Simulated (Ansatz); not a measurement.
Molecule: hydrazine, N2H4 (charge 0, singlet). 
Structure (B3LYP-D3(BJ)/def2-TZVP (Ansatz, a program for electronic structure) minimum search):
```xyz
6

N     -0.0129     0.7139    -0.0827
N      0.0114    -0.7158    -0.0646
H      0.2269     1.1174     0.8176
H     -0.9512     1.0064    -0.3221
H     -0.2103    -1.0959     0.8505
H      0.9449    -1.0146    -0.3149
```

Basis-set convergence of Hartree-Fock and CCSD correlation energies (hartree) with Ansatz. Cores are frozen in the correlated levels unless marked. Spin-orbit coupling is left out. No relativistic terms.

```csv
basis,functions,E(HF),"E(corr, CCSD)"
aug-cc-pVDZ,82,-111.20107,-0.39523
aug-cc-pVTZ,184,…,…
```

**Question.** Fill in the missing entries.

**Answer.** 
- aug-cc-pVTZ, E(HF): -111.22767
- aug-cc-pVTZ, E(corr, CCSD): -0.46589
